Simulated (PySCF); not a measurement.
Below is a simulated gas-phase C 1s photoelectron spectrum of 2-chloro-3-buten-1-ol, `C=C[C@H](Cl)CO`.

Every computed line was given a Gaussian of 0.5 eV full width at half maximum and an area set by the number of equivalent atoms; the highest printed point is 100. Level of theory: delta-SCF UKS SCAN, pcX-2 on the ionised atom, pcseg-1 elsewhere, spin-free X2C in PySCF.

```csv
binding energy (eV),intensity
289.8,0
289.9,1
290.0,2
290.1,6
290.2,15
290.3,29
290.4,45
290.5,58
290.6,66
290.7,69
290.8,68
290.9,62
291.0,51
291.1,35
291.2,20
291.3,9
291.4,3
291.5,1
291.6,0
291.7,0
291.8,0
291.9,2
292.0,7
292.1,17
292.2,37
292.3,64
292.4,89
292.5,100
292.6,90
292.7,66
292.8,39
292.9,18
293.0,7
293.1,2
293.2,1
```

**Question.** Count the maxima, the lines and the sites behind this envelope.

**Answer.** The curve has 2 maxima (at 290.7 and 292.5 eV). Under it lie 4 lines from 4 inequivalent carbon sites. At this width some lines have no maximum of their own.

**Question.** Decompose the envelope and assign each component. Numbering: `[CH2:1]=[CH:2][C@H:3]([Cl:4])[CH2:5][OH:6]`.

**Answer.** 
```json
{"position (eV)": "290.53", "relative area": "1", "line": "C 1s", "atoms": "C1", "environment": "terminal =CH2 carbon"}
{"position (eV)": "290.91", "relative area": "1", "line": "C 1s", "atoms": "C2", "environment": "alkene CH carbon"}
{"position (eV)": "292.47", "relative area": "1", "line": "C 1s", "atoms": "C3", "environment": "sp3 C–Cl carbon"}
{"position (eV)": "292.54", "relative area": "1", "line": "C 1s", "atoms": "C5", "environment": "carbinol carbon (C–OH)"}
```

**Question.** What are the centre and the root-mean-square width of the whole band?

**Answer.** The area-weighted mean of the lines is 291.61 eV. Their own spread about it is 0.90 eV (rms) and each Gaussian has σ = 0.5/2.355 = 0.21 eV; the variances add, which gives 0.93 eV.

The listed C 1s values span 2.01 eV, from C1 (bonded to C (double bond) and 2 H) to C5 (bonded to O, C and 2 H).

Shake-up satellites, vibrational structure and lifetime widths aren't simulated. The structure is a single GFN2-xTB conformer in the gas phase; no vibrational or solvent corrections.

Time: 2.2 min wall; peak memory 0.47 GiB. Hardware: one thread of an Arm Neoverse N1, on a shared host.

The values belong to the conformer `[CH2:1]=[CH:2][C@H:3]([Cl:4])[CH2:5][OH:6]`: C1–C2–C3–Cl4 -109°, C2–C3–C5–O6 57°, H–O6–C5–C3 54°.
